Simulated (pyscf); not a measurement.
Single points on ωB97X-D3(BJ)/def2-SVP structures (PySCF, gas phase).

**Question.** For the elementary gas-phase step F–Si(SiH₃)(SiH₃)–SiH₂–Cl (SMILES F[Si]([SiH3])([SiH3])[SiH2]Cl) + H₂ (SMILES [H][H]) -> F–Si(SiH₃)(SiH₃)–SiH₃ (SMILES F[Si]([SiH3])([SiH3])[SiH3]) + HCl (SMILES Cl) (singlet surface; Cl–Si, H–H broken, H–Si, Cl–H formed), what barrier and reaction energy does ωB97M-D3(BJ)/def2-TZVP give, measured from the separated reactants?

**Answer.** ΔE‡ = 178.2 kJ/mol, ΔE = +70.8 kJ/mol. Zero-point energy shifts the barrier by +15.0 kJ/mol. It is a four-centre exchange, with an imaginary mode of 441i cm⁻¹. At the saddle there is also a short Cl–Si, H–Si contact that neither side keeps. One saddle was located; it need not be the lowest between these sides.
